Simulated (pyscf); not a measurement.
This saddle point was located with ωB97X-D3(BJ)/def2-SVP in PySCF.

```xyz
8

Si    -1.4643    -0.6918    -0.1067
Ge     0.6746     0.3709    -0.5897
H     -1.5648    -1.5676    -1.3025
H     -2.7919    -0.0359     0.1112
H     -1.1779    -1.4389     1.1495
H     -0.9694     0.8987    -0.6617
H      0.9256     1.6676     0.2235
H      0.7352     0.8179    -2.0728
```

Surface: singlet, charge 0. Lowest wavenumbers (cm⁻¹): 436i, 175, 338, 417, 604.

Name the species on either side of this saddle.

H₃Si–GeH₃ ⇌ SiH₄ + GeH₂ [singlet], a 1,1-elimination read from left to right: Ge–Si, Ge–H broken and H–Si formed. At CCSD(T)/def2-TZVPP + ΔMP2(QZVPP) it lies +164.3 kJ/mol from the left side and -22.8 kJ/mol from the right (each side as separated species at their lowest minima found). On the product side the descent ends in an adduct with a Ge–Si contact, 46.6 kJ/mol under the separated species and 15.2 kJ/mol under the saddle at ωB97X-D3(BJ)/def2-TZVP. At CCSD(T) the saddle lies under the separated products, which points to a path from their complex (located at ωB97X-D3(BJ) alone), and parting the products costs more than the saddle. What is counted as broken (Ge–Si) persists as a longer contact in the product adduct; parting that adduct is a step of its own. At ωB97X-D3(BJ) the barrier from the zero used here is 174.5 kJ/mol. This is the saddle that the search found; another between the same sides may lie lower. The CCSD(T) − MP2 part came from Ansatz, without density fitting, on the same reference. The frozen core leaves the outer d or s,p core shells of the metals and heavy elements correlated in the MP2 and CC values, and def2-TZVPP describes them poorly, which can shift differences by a few kcal/mol. Elements up to Kr have no core potential and no relativistic terms here.
